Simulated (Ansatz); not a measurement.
We consider bcc Ba, described by PBEsol-D3(BJ) (Ansatz, an electronic-structure program, plane waves, PAW).

Numerical settings: plane-wave cutoff 520 eV, 16×16×16 k mesh, Fermi–Dirac smearing 0.05 eV, scalar-relativistic PAW data made under PBE.

A third-order Birch–Murnaghan fit to the energies gives V0 = 53.009 Å³/atom, B0 = 9.71 GPa, B′ = 2.4.

```
V (Å³/atom)  P (GPa)
-----------  -------
49.898           ___
50.960         0.401
52.021         0.187
53.083        -0.014
54.145           ___
55.206           ___
56.268        -0.538
```

Question: Estimate the withheld pressures from this fit; the answers are the runs' own values.

Answer: 
- 49.898, P (GPa): 0.630
- 54.145, P (GPa): -0.201
- 55.206, P (GPa): -0.375

The formula P = (3/2) B0 (x^(7/3) − x^(5/3)) [1 + (3/4)(B′ − 4)(x^(2/3) − 1)] with x = V0/V meets the computed pressures within 0.01 GPa when these rounded values are put in.

Measured, for comparison: bulk modulus 9.34 GPa (corrected for temperature and zero-point phonon effects, our sources range from 9.34 to 10.6; as tabulated in Levämäki et al. (2014), arXiv:1402.3671); equilibrium volume per atom 62.31 Å³/atom (low-temperature or extrapolated to 0 K; zero-point anharmonic expansion removed; as tabulated in Csonka et al. (2009), arXiv:0903.4037). Computed (rounded) less measured: bulk modulus +4 % (inside the range of the sources held), equilibrium volume per atom -14.9 %.

Spin–orbit coupling is not included.

Static lattice: no zero-point or thermal effects.

It cost about 80 core-seconds (a rough figure) of CPU time.
